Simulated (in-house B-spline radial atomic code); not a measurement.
Mg. Computed with a B-spline radial atomic code. Model: all-electron spherical atom, spin shells full or empty, radial basis limit, no spin-orbit coupling, Breit or QED, empty-state partial waves extrapolated as (l+1/2)^-4, RPA, G0W0 and static COHSEX of the highest shell as one setting changes (uncorrelated shells keep exact exchange).

Given: element Mg; charge 0; filled core Ne; hamiltonian non-relativistic; mean-field start LDA VWN5; highest l of empty states 9; highest mean-field shell 3s.

Shell: 3s 1 1 (electrons up and down).

```
lowest nl shells left uncorrelated  RPA correlation energy (hartree)  G0W0 level (eV)  G0W0 minus most complete (meV)  COHSEX level (eV)  removal by RPA minus most complete (meV)
                                 0                          -0.69554          -7.5339                               0            -9.5007                                         0
                                 1                                 ?                ?                               ?                  ?                                         ?
                                 2                                 ?                ?                               ?                  ?                                         ?
                                 3                         -0.070938          -7.4008                           133.1            -9.2824                                    -137.1
```

Question: What follows for lowest nl shells left uncorrelated = 2?

Answer: RPA correlation energy -0.42321 hartree; G0W0 level -7.5589 eV; G0W0 minus most complete -24.9 meV; COHSEX level -9.5489 eV; removal by RPA minus most complete 15.9 meV.

Question: What follows for lowest nl shells left uncorrelated = 1?

Answer: RPA correlation energy -0.57378 hartree; G0W0 level -7.5326 eV; G0W0 minus most complete 1.3 meV; COHSEX level -9.4965 eV; removal by RPA minus most complete 0.4 meV.
